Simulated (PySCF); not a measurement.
Calculation: B3LYP-D3(BJ)/def2-TZVP run with PySCF. Gas-phase values, no solvent. B3LYP has the VWN-RPA correlation part, as in Gaussian. Delta-SCF ions had no search for a lower state. 

Reference species (SMILES): `[F][Al]([F])[F]` (neutral, multiplicity 1).

```yaml
LUMO: -1.92 eV
S1 oscillator strength: 0.000
vertical ionisation energy (Delta-SCF): 14.32 eV
HOMO: -11.41 eV
```

Changed species: `[Br][Al]([Br])[Br]` (3 of 3 F replaced by Br; the reference has 0 of 3 F replaced by Br).

### Question
Give the shifts of the LUMO, S1 oscillator strength, vertical ionisation energy (Delta-SCF) and HOMO.

### Answer
the LUMO rises by 0.05 eV, to -1.87 eV; the S1 oscillator strength stays essentially unchanged; the vertical ionisation energy (Delta-SCF) drops by 3.92 eV, to 10.40 eV; the HOMO rises by 3.05 eV, to -8.36 eV.
